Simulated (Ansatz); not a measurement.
# A ladder of methods for CH5B− (SMILES [BH2-]C)

The species is CH5B− (7 atoms), meant as a doublet with charge -1. As SMILES, `[BH2-]C`. The shape is that of a GFN2-xTB optimisation.

```xyz
7

B    -0.3676   -0.8767    0.2964
C     0.1299    0.6579   -0.0109
H     0.5664   -1.6521    0.5729
H    -1.1113   -1.3401   -0.5876
H     0.7138    1.0900    0.8179
H     0.7794    0.7702   -0.9090
H    -0.7106    1.3507   -0.1797
```

Quantity: the energy change with the C2–H6 bond stretched from 1.114 to 2.785 Å, in eV. The values are calculated.

| level | kind | program | value (eV) | less FCI/STO-3G | CPU time (all runs) |
| --- | --- | --- | --- | --- | --- |
| U-revPBE/STO-3G | GGA | Ansatz | 3.47 | -0.02 | 3.4 s |
| U-r2SCAN0/STO-3G | hybrid meta-GGA | Ansatz | 4.26 | +0.77 | 11 s |
| UPBE0/STO-3G | global hybrid | Ansatz | 4.11 | +0.62 | 3.5 s |
| U-wB97M-V/STO-3G | range-separated hybrid | Ansatz | 4.17 | +0.68 | 44 s |
| UCAM-B3LYP/STO-3G | range-separated hybrid | Ansatz | 4.19 | +0.70 | 4.4 s |
| UB2PLYP/STO-3G | double hybrid | Ansatz | 4.07 | +0.58 | 5.6 s |
| RPA@PBE/STO-3G | RPA | Ansatz | 3.36 | -0.13 | 4.8 s |
| UMP2/STO-3G | perturbation theory | Ansatz | 4.22 | +0.73 | 0.24 s |
| UBCCD(T)/STO-3G | coupled cluster or CI | Ansatz | 3.53 | +0.04 | 0.63 s |
| FCI/STO-3G | exact in the basis | Ansatz | 3.49 | 0.00 | 60 s |

FCI/STO-3G is exact within its basis and frozen core, so for wave-function methods in that basis the difference is their error; functionals converge differently with the basis, so for them it is only a difference. Sets without diffuse functions describe the anion poorly. The first shape isn't each level's own minimum. The values span 3.36 to 4.26 eV. Spin contamination of the reference (⟨S²⟩ at least 0.1 too high) touches U-r2SCAN0/STO-3G, UB2PLYP/STO-3G, UMP2/STO-3G, UBCCD(T)/STO-3G. All rows use very small basis sets, so even the best lies far from the true value. Times are those of the runs behind each value, whatever else they computed, on shared processors of several kinds: orders of magnitude only.
